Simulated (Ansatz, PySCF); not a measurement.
This PySCF input computes a CAM-B3LYP/def2-TZVPD energy:

```python
from pyscf import gto, scf, dft

mol = gto.M(
    atom='''
    C     0.61723220    1.81496136   -0.01180263
    C     0.63017707    0.50244316   -0.00264856
    C    -0.56023880   -0.34796635    0.00166745
    C    -0.51540923   -1.68016968    0.01100151
    H    -0.10835360    2.61332352   -0.01833770
    H     1.58697970   -0.01948594    0.00227373
    H    -1.51868680    0.16047769   -0.00316319
    H     0.42761727   -2.21403873    0.01598836
    H    -1.41812403   -2.27588747    0.01393218
    ''',
    basis='def2-tzvpd',
    charge=0,
    spin=1,
    verbose=4,
)

mf = dft.UKS(mol, xc='camb3lyp').density_fit(auxbasis='def2-universal-jkfit')
mf.grids.level = 3
mf.conv_tol = 1e-9
mf.max_cycle = 100
mf.max_memory = 1500
mf.kernel()
if not mf.converged:
    mf = mf.newton()
    mf.kernel(mf.make_rdm1())
for _ in range(2):
    mo, _, stable, _ = mf.stability(return_status=True)
    if stable:
        break
    mf.kernel(mf.make_rdm1(mo, mf.mo_occ))
mf.analyze()
```

### Question
Write an input for the same energy in Ansatz (a quantum-chemistry and plane-wave program) and say what it gives.

### Answer

Ansatz 0.2 input:
```yaml
crystal:
  periodic: [false, false, false]
  atoms:
    - {symbol: C, position_ang: [0.61723220, 1.81496136, -0.01180263]}
    - {symbol: C, position_ang: [0.63017707, 0.50244316, -0.00264856]}
    - {symbol: C, position_ang: [-0.56023880, -0.34796635, 0.00166745]}
    - {symbol: C, position_ang: [-0.51540923, -1.68016968, 0.01100151]}
    - {symbol: H, position_ang: [-0.10835360, 2.61332352, -0.01833770]}
    - {symbol: H, position_ang: [1.58697970, -0.01948594, 0.00227373]}
    - {symbol: H, position_ang: [-1.51868680, 0.16047769, -0.00316319]}
    - {symbol: H, position_ang: [0.42761727, -2.21403873, 0.01598836]}
    - {symbol: H, position_ang: [-1.41812403, -2.27588747, 0.01393218]}
basis:
  gaussian:
    orbitals: def2-TZVPD
hamiltonian:
  xc: {name: CAM-B3LYP}
magnetization: {spin_polarized: true, initial_magnetization: 1}
output: {forces: true}
```
It gives -155.26690 Eh, and PySCF -155.26697 Eh, a difference of 0.07 mEh, from the treatment of integrals and grids.

It need not be the lowest isomer of its formula.
